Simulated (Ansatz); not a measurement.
Input file for `[SiH3-]`:

```yaml
crystal:
  periodic: [false, false, false]
  atoms:
    - {symbol: Si, position_ang: [0.539696, -0.050711, -0.300930]}
    - {symbol: H, position_ang: [0.426553, 0.622252, 1.085937]}
    - {symbol: H, position_ang: [-0.298488, -1.283708, 0.106799]}
    - {symbol: H, position_ang: [-0.667761, 0.712167, -0.891816]}
basis:
  gaussian: {orbitals: def2-TZVPPD}
total_charge: -1
correlation: {method: ccsd_t}
output: {orbitals: {seedname: orbitals}}
```

```sh
$ ansatz run in.yaml --threads 2 --pin off --events-out ev --progress --plain
```

Log, shortened:

```
Functional definition: HF
542 factors; integrals over basis functions are off by at most 7.7e-4 eV
mean field evaluation 1: about -7908.0755 eV, gradient 1.0e1 eV
mean field evaluation 2: about -7908.0756 eV, gradient 1.0e1 eV
mean field evaluation 4: about -7908.7317 eV, gradient 1.2e0 eV
mean field evaluation 8: about -7908.7455 eV, gradient 2.3e-3 eV
mean field evaluation 16: about -7908.7455 eV, gradient 4.8e-6 eV
mean field -7908.74545988 eV, -290.6410349104 hartree, gradient 4.8e-6 eV, S^2 0.000000; 0 other end points of the search recorded, 0 dependent functions left out
5 core orbitals not correlated: weight in the atoms' cores, before any rotation towards them, 1.000 or more for the frozen orbitals, at most 0.000 for the correlated occupied ones
reference -7908.74545988 eV, -290.6410349104 hartree; 4, 4 occupied and 90, 90 virtual orbitals, 542 factors
second order -4.16421577 eV of doubles, -0.00000000 eV of singles
cycle   1  -4.72678821 eV  change   -5.6e-1 eV  update   6.5e-2
cycle   2  -4.94262040 eV  change   -2.2e-1 eV  update   2.3e-2
cycle   3  -4.95656160 eV  change   -1.4e-2 eV  update   7.1e-3
cycle   4  -4.95439884 eV  change    2.2e-3 eV  update   2.7e-3
cycle   5  -4.95343833 eV  change    9.6e-4 eV  update   8.2e-4
cycle   6  -4.95340099 eV  change    3.7e-5 eV  update   2.7e-4
cycle   7  -4.95347089 eV  change   -7.0e-5 eV  update   1.1e-4
cycle   8  -4.95347783 eV  change   -6.9e-6 eV  update   4.4e-5
cycle   9  -4.95346583 eV  change    1.2e-5 eV  update   1.4e-5
cycle  10  -4.95346528 eV  change    5.5e-7 eV  update   4.1e-6
perturbative correction -0.17127252 eV, -0.0062941490 hartree
Total energy: -7913.87019768 eV, -290.8293655509 hartree
```

Hardware: 2 threads of a server CPU on a shared host. Wall time 1.6 s, peak host memory 0.23 GiB.

The correlation energy is -5.125 eV, 3.3 % of it from (T); the T1 diagnostic reads 0.0159.
